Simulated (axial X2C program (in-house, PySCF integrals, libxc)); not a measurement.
Which molecule has these constants?

All values come from calculations with an in-house all-electron X2C program for linear molecules (integrals from PySCF), spin-free (one-electron X2C) or two-component (2c: spin–orbit coupling with atomic mean-field Coulomb and Gaunt terms, which also bring small scalar terms), in Dyall basis sets with cores contracted in-house; open shells are unrestricted.

A two-component PBE0 calculation in a Dyall 3-zeta basis gave Re = 1.576 Å, ωe = 934.5 cm⁻¹, De = 4.32 eV, Ω = 3/2.

Which molecule is it?
A. SiO⁻
B. NaO⁻
C. SO⁻
D. PO⁻
E. AlO⁻

C. The others have AlO⁻ 1.645 Å and 977.0 cm⁻¹ (Ω = 0); NaO⁻ 2.132 Å and 402.0 cm⁻¹ (Ω = 2); SiO⁻ 1.558 Å and 1094.2 cm⁻¹ (Ω = 1/2); PO⁻ 1.543 Å and 1058.8 cm⁻¹ (Ω = 1).

Each entry is the lowest single determinant of a limited PBE0 search at one distance. De goes to single-determinant-based atoms at the same level (for ions the charge split of lowest energy) and is withheld (n/a) where an atom does not fit its ground term or J level. Main or longest-lived isotopes. One determinant is a doubtful description, or other states lie close, for NaO⁻, PO⁻; these need not be ground states, and all values refer to the states named. Some open-shell Ω = 0 determinants are out of reach, so the Ω given for NaO⁻, PO⁻ need not be the lowest component. With several unpaired electrons the Ω given is that of one determinant, not necessarily of the lowest component. Some light 2c atoms are not at their ground J level, so De misses part of their lowering (0.04 eV or less). The functionals have no current term, which raises determinants with orbital currents.
